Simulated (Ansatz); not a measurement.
System: litharge PbO. Method: PBE-D4 (Ansatz, a program for electronic structure, PAW).

Run with plane-wave cutoff 520 eV, 10×10×8 k mesh (along the axes of the cell as run), scalar-relativistic PAW data made under PBE.

Cell (relaxed at this level):

```xyz
4
Lattice="4.0367 0.0000 0.0000 0.0000 4.0367 0.0000 0.0000 0.0000 4.9542" Properties=species:S:1:pos:R:3 pbc="T T T"
Pb     2.0183     0.0000     3.7683
Pb     0.0000     2.0183     1.1859
O      2.0183     2.0183     0.0000
O      0.0000     0.0000     0.0000
```

Problem. Predict the elastic constant C66, Voigt–Reuss–Hill bulk modulus, elastic constant C33, Poisson ratio, Voigt–Reuss–Hill shear modulus (Hill average), elastic constant C11, elastic constant C12, elastic constant C13 and elastic constant C44.

Solution. 
elastic constant C66: 57.4 GPa
Voigt–Reuss–Hill bulk modulus: 30.7 GPa
elastic constant C33: 22.7 GPa
Poisson ratio: 0.330
Voigt–Reuss–Hill shear modulus (Hill average): 11.8 GPa
elastic constant C11: 65.8 GPa
elastic constant C12: 65.3 GPa
elastic constant C13: 17.1 GPa
elastic constant C44: 17.8 GPa

Note: the dispersion coefficients are held fixed in the derivatives.

Elastic constants are with the ions relaxed.

Spin–orbit coupling is not included; it can shift volumes and moduli of such heavy elements.

Computed values are for the static lattice.
